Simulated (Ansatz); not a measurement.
Consider the hydrogenolysis of a C–O bond: `CC(N)(O)S` + H₂ → `CC(N)S` + H₂O.

Isolated molecules relaxed with PBE0-D4/def2-TZVP in Ansatz; ΔE leaves out vibrations. CBS: MP2 limit from def2 TZ/QZ plus the TZ coupled-cluster correction, frozen cores. This one scheme is used for every species. Functionals use def2-TZVPP. Each species was taken in one conformer, which may not be the lowest.

```csv
level,ΔE (eV)
PBE,-0.61
MP2/def2-QZVPP,-0.66
```

Task: What does CCSD(T)/CBS give? (An estimate is asked.)

Result: Ansatz gave: -0.67 eV. The listed levels differ from it by 0.06, 0.01 eV.

Largest T1 diagnostic among the species: 0.011.

The D4 term adds +0.07 eV with B3LYP and +0.04 eV with PBE0; it sums over pairs of atoms, weighted by their polarisabilities, and B3LYP, whose exchange is more repulsive, gets the larger term. In def2-TZVPP, CCSD(T) changes the Hartree–Fock value by +0.15 eV (the triples alone add +0.06 eV) and MP2 by +0.15 eV. From PBE to PBE0 (25 % exact exchange), in def2-TZVPP and without D4, ΔE moves by −0.06 eV.

B3LYP here is the variant with VWN-RPA as its local correlation; programs differ in this.
